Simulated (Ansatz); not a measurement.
The input, for Ansatz 0.2.0:

```yaml
crystal:
  periodic: [false, false, false]
  atoms:
    - {symbol: Si, position_ang: [0.000000, 0.000000, 0.000000]}
    - {symbol: O, position_ang: [0.000000, 0.000000, 1.560700]}
basis:
  gaussian: {orbitals: aug-cc-pVDZ, point_charges: [{charge: 0.50, position_ang: [2.747, -0.019, -0.072]}]}
magnetization: {spin_polarized: false, initial_magnetization: 2}
hamiltonian: {xc: {name: PBE}}
correlation: {method: sc_nevpt2, electrons: outside_noble_gas}
scf: {lower_state_search: full}
```

```sh
$ ansatz run in.yaml --threads 1 --pin off --events-out ev --progress --plain --max-ram 2393MiB
```

**Question.** One thing in this input was set wrong on purpose, beside settings that are merely unusual. What is the gravest fault, and what does the program do?

**Answer.** Method needs an active space. How the run ends: refused.
```
Error: this correlation method needs an active space: name one as the reference
```
